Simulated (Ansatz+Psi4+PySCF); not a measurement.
**doublet OH: levels of theory in one basis**

```xyz
2

O     0.0000    0.0000    0.1088
H     0.0000    0.0000   -1.3598
```

Basis set: cc-pVTZ (spherical functions). Left uncorrelated: 1 orbital. Correlation on ROHF uses semicanonical orbitals with singles. Charge 0, multiplicity 2.

Computed with Ansatz (development build ahead of 0.2.0); each method stands on the lowest determinant of its kind that the runs found.

```json
{"method": "ROHF", "E − E(ROHF) (eV)": "0.00", "<S²> of the determinant": "0.75"}
{"method": "UHF", "E − E(ROHF) (eV)": "-0.67", "<S²> of the determinant": "1.23"}
{"method": "UHF-MP2", "E − E(ROHF) (eV)": "-5.46", "<S²> of the determinant": "1.23"}
{"method": "ROHF-CCSD", "E − E(ROHF) (eV)": "-6.56", "<S²> of the determinant": "–"}
{"method": "UHF-CCSD", "E − E(ROHF) (eV)": "-6.55", "<S²> of the determinant": "1.23"}
{"method": "ROHF-CCSD(T)", "E − E(ROHF) (eV)": "-6.77", "<S²> of the determinant": "–"}
{"method": "UHF-CCSD(T)", "E − E(ROHF) (eV)": "-6.75", "<S²> of the determinant": "1.23"}
```

(1) What does ROHF-MP2 give on the same scale?

## Answers

(1) -6.05 eV.

The restricted and unrestricted rows may stand on different electronic states: another unrestricted solution lies nearer the restricted one.

Caution for ROHF, ROHF-MP2, ROHF-CCSD, ROHF-CCSD(T): an unrestricted determinant lies well below. Caution for UHF, UHF-MP2, UHF-CCSD, UHF-CCSD(T): the unrestricted determinant is spin contaminated. Caution for UHF-MP2, UHF-CCSD, UHF-CCSD(T): large amplitudes, a single reference is doubtful. Caution for UHF-MP2: another reference gives a lower total.
